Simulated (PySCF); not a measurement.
Cost of excited-state runs on `[H]/P=C(/F)C=C`, C$_{3}$H$_{4}$FP

Geometry:
| atom | x (Å) | y (Å) | z (Å) |
| --- | --- | --- | --- |
| C1 | -1.582 | -0.306 | -0.008 |
| C2 | -0.285 | -0.355 | -0.350 |
| C3 | 0.765 | 0.253 | 0.442 |
| F4 | 0.317 | 0.871 | 1.538 |
| P5 | 2.441 | 0.276 | 0.165 |
| H6 | -1.906 | 0.205 | 0.901 |
| H7 | -2.346 | -0.777 | -0.631 |
| H8 | 0.036 | -0.869 | -1.260 |
| H9 | 2.330 | -0.479 | -1.044 |

PySCF with density fitting, on 1 thread of an Arm Neoverse V1, shared host. Command: `OMP_NUM_THREADS=1 python excited_run.py task.json out`

Question: How long does each of these runs take, and how much memory?
- magnetisability and related constants, HCTH407/aug-pcSseg-1; usual settings
- magnetisability and related constants, HF/aug-pcSseg-1; usual settings
- magnetisability and related constants, KT2/aug-pcSseg-1; usual settings
- magnetisability and related constants, PBE/aug-pcSseg-1; usual settings
- magnetisability and related constants, X3LYP/aug-pcSseg-1; usual settings
- magnetisability and related constants, wB97X-D/aug-pcSseg-1; usual settings

Answer: 
```
                                  run                 level  basis functions  wall time  peak memory (GiB)
magnetisability and related constants  HCTH407/aug-pcSseg-1              173       22 s               0.59
magnetisability and related constants       HF/aug-pcSseg-1              173      7.1 s               0.72
magnetisability and related constants      KT2/aug-pcSseg-1              173       22 s               0.51
magnetisability and related constants      PBE/aug-pcSseg-1              173       22 s               0.51
magnetisability and related constants    X3LYP/aug-pcSseg-1              173       14 s               0.73
magnetisability and related constants  wB97X-D/aug-pcSseg-1              173       19 s               0.78
```
Times from a shared host are rough.
